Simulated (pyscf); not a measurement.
# Four-centre exchange: hydrogen chloride (HCl) + Cl–InH–Cl -> Cl–InH–Cl + hydrogen chloride (HCl)

Gas phase, singlet surface, charge 0. Bonds broken: Cl1–H6, In2–Cl5. Bonds formed: Cl1–In2, Cl5–H6. Optimised with ωB97X-D3(BJ)/def2-SVP in PySCF. Correlated levels are frozen-core, on RHF or UHF. ΔMP2 is the change of the MP2 total energy from the triple- to the quadruple-zeta basis.

Transition state (Å):

```xyz
6

Cl    -0.6244     0.0545     1.7078
In     0.1205     0.7696    -0.6192
Cl     1.9813     2.1194    -0.3046
H     -1.1599     0.8898    -1.7197
Cl     0.9309    -1.6197    -0.2780
H      0.1698    -1.0835     0.9811
```

One imaginary mode, 624i cm⁻¹; descent along it reached the two sides named, in the forms told below.

```tsv
bond	change	reactant side (Å)	saddle	product side
Cl1–H6	breaks	1.303	1.567	2.386
In2–Cl5	breaks	2.376	2.546	2.8
Cl1–In2	forms	2.8	2.546	2.376
Cl5–H6	forms	2.384	1.566	1.303
```

Electronic energies relative to the separated reactants (kcal/mol):

```
level                             barrier  reaction energy  reverse barrier
--------------------------------  -------  ---------------  ---------------
ωB97X-D3(BJ)/def2-TZVP               -4.8              0.0             -4.8
PBE/def2-TZVP                        -5.7              0.0             -5.7
r²SCAN/def2-TZVP                     -6.5              0.0             -6.5
B3LYP-D3(BJ)/def2-TZVP               -3.4              0.0             -3.4
PBE0-D3(BJ)/def2-TZVP                -5.2              0.0             -5.2
M06-2X/def2-TZVP                     -3.9              0.0             -3.9
ωB97M-D3(BJ)/def2-TZVP               -0.9              0.0             -0.9
HF/def2-TZVP                         12.9              0.0             12.9
MP2/def2-QZVPP                       -4.4              0.0             -4.4
CCSD/def2-TZVPP                       2.4              0.0              2.4
CCSD(T)/def2-TZVPP                   -0.2              0.0             -0.2
CCSD(T)/def2-TZVPP + ΔMP2(QZVPP)     -1.6              0.0             -1.6
```

With CCSD(T)/def2-TZVPP + ΔMP2(QZVPP) energies and thermal terms (ideal gas, 1 atm, RRHO with modes under 100 cm⁻¹ raised to 100, one conformer, R ln 2 for chiral ones without a mode under 150 cm⁻¹), in kcal/mol:

```tsv
T (K)	ΔH‡	ΔG‡	ΔH	ΔG
298	-3.1	7.2	0.0	0.0
600	-3.0	17.5	0.0	0.0
900	-2.5	27.6	0.0	0.0
1200	-1.9	37.6	0.0	0.0
```

On the reactant side the descent ends in an adduct with a Cl–In contact, 10.7 kcal/mol under the separated species and 5.8 kcal/mol under the saddle at ωB97X-D3(BJ)/def2-TZVP. On the product side the descent ends in an adduct with a Cl–In contact, 10.7 kcal/mol under the separated species and 5.8 kcal/mol under the saddle at ωB97X-D3(BJ)/def2-TZVP. At ωB97X-D3(BJ)/def2-TZVP, PBE, r²SCAN, B3LYP-D3(BJ), PBE0-D3(BJ), M06-2X, ωB97M-D3(BJ)/def2-TZVP, MP2, CCSD(T), CCSD(T) the saddle lies under the separated reactants, which points to a path from their complex (located at ωB97X-D3(BJ) alone). At ωB97X-D3(BJ)/def2-TZVP, PBE, r²SCAN, B3LYP-D3(BJ), PBE0-D3(BJ), M06-2X, ωB97M-D3(BJ)/def2-TZVP, MP2, CCSD(T), CCSD(T) the saddle lies under the separated products, which points to a path from their complex (located at ωB97X-D3(BJ) alone). What is counted as formed (Cl–In) is already present as a longer contact in the reactant adduct; forming that adduct is a step of its own. What is counted as broken (Cl–In) persists as a longer contact in the product adduct; parting that adduct is a step of its own. This is the saddle that the search found; another between the same sides may lie lower. The CCSD(T) − MP2 part came from Ansatz, without density fitting, on the same reference. The frozen core leaves the outer d or s,p core shells of the metals and heavy elements correlated in the MP2 and CC values, and def2-TZVPP describes them poorly, which can shift differences by a few kcal/mol. Elements past Kr carry the def2 core potentials, without spin-orbit coupling.
